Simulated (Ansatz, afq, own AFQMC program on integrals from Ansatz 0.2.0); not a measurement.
H₂O, singlet: AFQMC among the cluster methods

```xyz
3

O     0.0000   -0.1140    0.0000
H     0.0000    0.9046   -1.3289
H     0.0000    0.9046    1.3289
```

Basis 6-31G. Noble-gas cores (and the filled d shells of Ga–Kr and In–Xe) are frozen. AFQMC by an in-house program on the Cholesky factors that Ansatz 0.2.0 writes for its CCSD(T) run. ph-AFQMC/CISD is guided by a CISD state made of CCSD amplitudes; releasing the constraint for a short imaginary time cuts its bias at the price of noise, slowly where states lie close. ± is one standard error of the sampling.

Determinant: UHF, the one that the program's search chose, which needn't be the lowest solution. The geometry is a point of a scan.

Full CI on the same integrals is exact in this basis and with this determinant's frozen core.

Cautions: strong correlation (T1 0.130, weight of the determinant 0.58, largest double 0.24); unrestricted determinant spin contaminated (⟨S²⟩ 1.50 against 0.00); CCSD(T) is in doubt: in a space of 8 electrons in 8 natural orbitals full CI lies 169 meV below it; CCSDT(Q) is in doubt: in a space of 8 electrons in 8 natural orbitals full CI lies 89 meV below it; the released energy hasn't reached full CI (31 meV above it at 2.40 1/Eh), so no released level is given (meV from the phaseless value at times in 1/Eh: -3 ± 8 at 0.24, -25 ± 6 at 0.51, -36 ± 9 at 0.99, -47 ± 9 at 1.62, -51 ± 10 at 2.40).

The T1 diagnostic is 0.1300. The weight of the determinant in the CISD state is 0.581. The ⟨S²⟩ of the determinant is 1.498. The size of the correlated space is 8 electrons in 12 orbitals.

| level | correlation energy (eV) |
| --- | --- |
| MP2 | -1.8855 |
| CCSD | -3.3391 |
| CCSD(T) | -3.4706 |

(1) Estimate where phaseless AFQMC with the Hartree–Fock trial lies against CCSD(T) on the same integrals.

(1) 7.89 ± 0.68 mEh below CCSD(T).

Reference: full CI, correlation energy -3.681 eV. The cautions show a poor starting determinant, so the rows tell how each method copes with it here, and full CI is the sure value.

```
        level  E − E(reference) (mEh)  share of correlation (%)
      CCSD(T)                    7.75                     94.27
        CCSDT                    4.26                     96.85
     CCSDT(Q)                    2.43                     98.21
       CCSDTQ                    0.36                     99.73
  ph-AFQMC/HF            -0.14 ± 0.68                    100.10
ph-AFQMC/CISD             3.00 ± 0.32                     97.78
```

CCSDT and higher add their correlation energy to the determinant of the CCSD(T) run, since their own runs factorise the integrals more tightly (a shift of under 2 meV). A walk keeps the symmetry of its determinant, which the program's search chose and which needn't be the lowest solution, so a lower state of the same spin and another symmetry isn't excluded.
